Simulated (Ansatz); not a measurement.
We consider rock-salt HfC, described by r²SCAN+rVV10 (PAW; Ansatz, a program for electronic structure).

Numerical settings: plane-wave cutoff 560 eV, 20×20×20 k mesh, Fermi–Dirac smearing 0.05 eV, scalar-relativistic PAW data made under PBE.

The volume scan:

| V (Å³/atom) | E − E_lowest (meV/atom) | P (GPa) |
|---|---|---|
| 11.665 | 38.43 | 17.37 |
| 11.913 | 16.53 | 11.01 |
| 12.162 | 4.01 | 5.25 |
| 12.410 | 0.00 | 0.02 |
| 12.658 | 3.70 | -4.72 |
| 12.906 | 14.41 | -9.02 |
| 13.154 | 31.45 | -12.92 |

Estimate the bulk modulus from the pressures at 12.162 and 12.658 Å³/atom, and compare it with a fit to all energies.

B = −V dP/dV. Between V = 12.162 and 12.658 Å³/atom, dP/dV = (-4.72 − (5.25))/(12.658 − 12.162) = -20.1 GPa per Å³/atom; at the midpoint 12.410 Å³/atom this gives B ≈ 249 GPa. The third-order Birch–Murnaghan fit gives V0 = 12.411 Å³/atom, B0 = 249 GPa, B′ = 3.9, which lies within 1 % of that estimate.

Measured, for comparison: bulk modulus 242 GPa (room temperature, not corrected to a static lattice, our sources range from 242 to 286; as tabulated in Synthesis of Binary Transition Metal Nitrides, Carbides and Borides from the …); equilibrium volume per atom 12.47 Å³/atom (temperature not stated, not corrected to a static lattice; as tabulated in Zhang et al. (2018), doi:10.1088/1367-2630/aac7f0). Computed (rounded) less measured: bulk modulus not scored (sources differ), equilibrium volume per atom -0.5 %. A static lattice is as a rule a little smaller and stiffer than an uncorrected measurement, which narrows the difference in the equilibrium volume per atom and would widen misses of the other sign.

Spin–orbit coupling is not included.
